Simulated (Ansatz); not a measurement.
# C2HSi (quartet): the correlation ladder, cc-pVDZ

The task here is to estimate one member of a computed series from the others.

Computed with Ansatz 0.2.0, Gaussian basis. Level: cc-pVDZ, core rule «outside noble gas», up to 7 orbitals frozen.

The runs, in order: UHF; CCSD(T) on ROHF; CCSD(T) on UHF; BCCD(T) on ROHF; CISD as a restricted active space (open shells left free, so some higher excitations enter); CCSDT(Q) on ROHF; CCSDT(Q) on UHF.

24 further runs of the same task are left out: 5 that didn't finish, 19 set aside as unsound or not needed. Runs told in other sessions of the task aren't counted.

## The geometry

The geometry is a PBE0/def2-TZVP stationary point (not a proven minimum) of the parent state, kept for this charge and spin.

4 atoms, charge 0, spin multiplicity 4.

Atoms are counted from 1 here; the program's logs count them from 0.

Bond lengths: C1–C2 1.222 Å, C1–H4 1.067 Å, C2–Si3 1.799 Å. Angles: C2–C1–H4 180.0°, C1–C2–Si3 180.0°.

The first run:

Input file in.yaml:

```yaml
crystal:
  periodic: [false, false, false]
  atoms:
    - {symbol: C, position_ang: [0.000000, 0.000000, 0.794175]}
    - {symbol: C, position_ang: [0.000000, 0.000000, -0.427825]}
    - {symbol: Si, position_ang: [0.000000, 0.000000, -2.227125]}
    - {symbol: H, position_ang: [0.000000, 0.000000, 1.860775]}
basis:
  gaussian: {orbitals: cc-pVDZ}
magnetization: {spin_polarized: true, initial_magnetization: 3}
hamiltonian: {xc: hf}
output: {orbitals: {seedname: orbitals}}
```

On the command line:

```bash
> ansatz run in.yaml --threads 1 --pin off --events-out ev --progress --plain --max-ram 2393MiB
```

Among the steps run: UHF; CCSD(T) on ROHF; CCSD(T) on UHF; BCCD(T) on ROHF; CISD as a restricted active space (open shells left free, so some higher excitations enter); CCSDT(Q) on ROHF; CCSDT(Q) on UHF.

One table of the session follows, with a row left open; its other results are not shown here.

```
   method  from UCCSDT(Q) (kJ/mol)
     ROHF                   +861.4
      UHF                   +841.9
     RMP2                    +99.2
     UMP2                   +136.3
     CISD                   +122.2
    RCCSD                    +44.7
    UCCSD                    +44.2
 RCCSD(T)                        ?
 UCCSD(T)                     +7.4
  BCCD(T)                     +5.9
   RCCSDT                     +3.9
   UCCSDT                     +3.7
RCCSDT(Q)                      0.0
UCCSDT(Q)                        0
```

Q: Estimate the row for RCCSD(T) from the others.

As computed: from UCCSDT(Q) (kJ/mol): +6.0. In the column «from UCCSDT(Q) (kJ/mol)» it lies between BCCD(T) (+5.9) and UCCSD(T) (+7.4).

Caveats from the session: Restricted and unrestricted rows rest on different reference determinants; a gap between their highest levels can come from leftover correlation error, from unlike frozen cores or from another state.
